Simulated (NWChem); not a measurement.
acetonitrile (C2H3N); SMILES CC#N

```xyz
6

C      0.0000     0.0000    -1.1625
C      0.0000     0.0000     0.2907
N      0.0000     0.0000     1.4476
H      1.0196     0.1555    -1.5430
H     -0.3751    -0.9607    -1.5430
H     -0.6445     0.8052    -1.5430
```
Atoms are numbered in this order, from 1.

Program: NWChem. Geometry optimised at PBE0/def2-SVP; all other runs use it. Pople sets run with spherical d functions. Vzz has the sign of the potential's second derivative.

```tsv
quantity	level	value
lowest singlet excitation, ground-state reaction field (eV) in water	B3LYP/def2-SVP, SMD	[?]
Vzz N3 (a.u.)	B3LYP/6-31G*	[?]
solvation free energy (kcal/mol) in water	PBE/def2-SVP, SMD	-3.0
highest occupied level (eV)	RPBE/def2-SVP	-7.86
−ε(HOMO) (eV)	LRC-wPBEh/def2-SVP	[?]
first state with f > 0.002 (eV), N K edge, unshifted	B3LYP/def2-TZVP, TDA	387.6
dipole (D)	PBE0/def2-SVP	3.83
highest harmonic frequency (cm⁻¹)	PBE0/def2-SVP	[?]
```

### Question
Complete the blanks.

### Answer

- lowest singlet excitation, ground-state reaction field (eV) in water, value: 7.95
- Vzz N3 (a.u.), value: -0.742
- −ε(HOMO) (eV), value: 11.28
- highest harmonic frequency (cm⁻¹), value: 3180
